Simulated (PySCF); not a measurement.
## Excitation energies in several basis sets

Compound: C7H5N.
Cartesian coordinates in Å at the PBE0-D3(BJ)/def2-SVP level; atoms count from 1:
```
atom  x, y, z in Å
N1     3.575    0.678   -0.019
C2     2.434    0.477   -0.032
C3     1.023    0.228   -0.048
C4     0.122    1.300    0.039
C5    -1.246    1.052    0.023
C6    -1.721   -0.255   -0.080
C7    -0.826   -1.322   -0.167
C8     0.545   -1.087   -0.152
H9     0.504    2.319    0.120
H10   -1.948    1.887    0.091
H11   -2.797   -0.445   -0.092
H12   -1.199   -2.345   -0.248
H13    1.253   -1.914   -0.220
```

TDDFT with PBE0 (PySCF), vertical singlets, core orbitals frozen in the response, spherical d and f functions. Geometry: PBE0-D3(BJ)/def2-SVP; no solvent, vibrations or thermal averaging.

```csv
basis,functions,diffuse,S1 (eV),S2 (eV),S3 (eV),S4 (eV),S5 (eV),LUMO (eV),α (au)
6-31G*,122,no,5.28,5.77,6.39,6.83,6.97,-1.29,70.5
def2-SVP,137,no,5.25,5.74,6.37,6.76,6.92,-1.53,73.8
6-31+G*,154,yes,5.20,5.65,6.38,6.62,6.78,-1.61,82.2
def2-SVPD,200,yes,5.18,5.65,6.35,6.62,6.79,-1.68,84.4
aug-cc-pVDZ,229,yes,5.16,5.60,6.32,6.53,6.61,-1.66,86.7
def2-TZVP,278,no,5.17,5.62,6.31,6.58,6.75,-1.64,82.7
```

**Question.** Compare the sets with the largest diffuse one.

**Answer.** States are compared by their number. Against the largest diffuse basis here (aug-cc-pVDZ, itself not a converged limit), sets without diffuse functions differ by up to 0.13 eV in S1 and 0.36 eV in S5; the smaller diffuse sets differ by up to 0.04 and 0.18 eV. State by state, the largest deviation of a set without diffuse functions is S1 0.13, S2 0.17, S3 0.08, S4 0.30, S5 0.36 eV. The same number needn't mean the same state in each row. Against aug-cc-pVDZ the polarisability deviates by -19% in 6-31G*, -15% in def2-SVP, -5% in 6-31+G*, -3% in def2-SVPD, -5% in def2-TZVP. A single + in a Pople set puts diffuse functions on heavy atoms only.
